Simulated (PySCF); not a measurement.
**HSiN: bending curve**

Computed with PySCF, PBE0, basis Si def2-TZVP, N def2-TZVP, H def2-TZVP (no relativity, density fitting).

Rigid scan from the singlet minimum (Si–H 1.487 Å, Si–N 1.557 Å; H–Si–N 180.0°). Coordinate: the N–Si–H angle, bonds fixed. Energies in kJ/mol from the minimum.

```tsv
bond angle (°)	E (kJ/mol)	dipole size (D)
80	40.2	2.80
90	47.5	3.15
100	44.7	3.48
110	37.1	3.77
120	28.0	4.01
130	19.4	4.22
140	12.2	4.40
150	6.8	4.54
160	3.0	4.64
170	0.8	4.71
180	0.0	4.73
```

Other isomers or separated fragments may lie lower.

The scan took 8.5 s on 2 threads of a shared Intel Xeon Platinum 8375C @ 2.90GHz (Ice Lake) host; the process peaked at 0.71 GiB.
